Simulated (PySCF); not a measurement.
Compound: BH2Cl.
InChI=1S/BClH2/c1-2/h1H2

All values: CAM-B3LYP/def2-SVPD (PySCF, non-relativistic), on one gas-phase PBE0-D3(BJ)/def2-SVP geometry that isn't relaxed in the solvent. The solvent is an IEF-PCM continuum (cavity from Bondi-type radii × 1.2), and excitations are vertical TDDFT with non-equilibrium linear response and a frozen core. Specific hydrogen bonds and non-electrostatic terms are outside this model.

Gas-phase singlets (H = HOMO, L = LUMO):

```csv
state,E (eV),λ (nm),f,leading configurations
S1,5.037,246,0.000,H→L 98%
S2,7.489,166,0.120,H-1→L 95%
S3,7.657,162,0.009,H-2→L 99%
S4,7.720,161,0.000,H-3→L 98%
S5,8.194,151,0.006,"H→L+1 85%, H→L+2 10%"
```

Task: What are the lowest 5 singlets in benzene (ε = 2.271)?

Result: 
| state | E (eV) | λ (nm) | f | leading configurations | change by rank (eV) |
| --- | --- | --- | --- | --- | --- |
| S1 | 5.070 | 245 | 0.000 | H→L 98% | +0.033 |
| S2 | 7.458 | 166 | 0.160 | H-1→L 96% | -0.031 |
| S3 | 7.654 | 162 | 0.012 | H-2→L 99% | -0.003 |
| S4 | 7.747 | 160 | 0.000 | H-3→L 98% | +0.027 |
| S5 | 8.167 | 152 | 0.010 | H→L+1 85%, H→L+2 10% | -0.027 |

Task: How does the list change in tetrahydrofuran (ε = 7.426)?

Result: 
```
state  E (eV)  λ (nm)      f  leading configurations  change by rank (eV)
   S1   5.109     243  0.000                 H→L 98%               +0.072
   S2   7.514     165  0.153               H-1→L 96%               +0.025
   S3   7.686     161  0.012               H-2→L 99%               +0.029
   S4   7.781     159  0.000               H-3→L 98%               +0.061
   S5   8.172     152  0.011     H→L+1 86%, H→L+2 9%               -0.022
```

Task: The ground-state energy changes by -0.022 eV from gas to tetrahydrofuran. By how much does the total energy of gas-phase S1 change?

Result: E(S1) = E(S0) + excitation energy, so it changes by -0.022 + 0.072 = +0.050 eV: it isn't lowered at all, while the ground state is. This is the vertical state, with the slow part of the continuum still set for S0.

Task: How do the frontier levels move from gas to tetrahydrofuran?

Result: 
```tsv
orbital	gas (eV)	solvent (eV)	change (eV)
LUMO+2	1.92	1.97	+0.05
LUMO+1	1.13	1.20	+0.07
LUMO	-0.75	-0.61	+0.14
HOMO	-10.10	-10.06	+0.04
HOMO-1	-11.63	-11.61	+0.02
HOMO-2	-12.80	-12.72	+0.08
HOMO-3	-13.04	-12.97	+0.07
```

The HOMO–LUMO gap goes from 9.35 to 9.46 eV.
